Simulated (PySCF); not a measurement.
## Na₂: from constants to spectrum

PBE0 constants of Na₂, ¹Σg⁺ (singlet), closed shell (PySCF, no relativity, basis sets Na def2-TZVP; masses 22.9898 and 22.9898 u):

| Item | Value |
| --- | --- |
| ωe | 160.4 cm⁻¹ |
| ωexe | 0.564 cm⁻¹ |
| Be | 0.15252 cm⁻¹ |
| αe | 0.000717 cm⁻¹ |
| D (centrifugal) | 5.52e-07 cm⁻¹ |
| De to Na + Na | 0.69 eV |

Q: Give the vibrational terms G(v) and spacings up to v = 6.

A: G(v) = ωe(v+½) − ωexe(v+½)².

| v | G(v) (cm⁻¹) | G(v) − G(v−1) | Bv (cm⁻¹) |
| --- | --- | --- | --- |
| 0 | 80.1 |  | 0.1522 |
| 1 | 239.3 | 159.3 | 0.1514 |
| 2 | 397.5 | 158.1 | 0.1507 |
| 3 | 554.5 | 157.0 | 0.1500 |
| 4 | 710.4 | 155.9 | 0.1493 |
| 5 | 865.1 | 154.8 | 0.1486 |
| 6 | 1018.8 | 153.6 | 0.1479 |

Closed-shell solutions of metal pairs were not tested for spin polarisation, which can lower them a little.
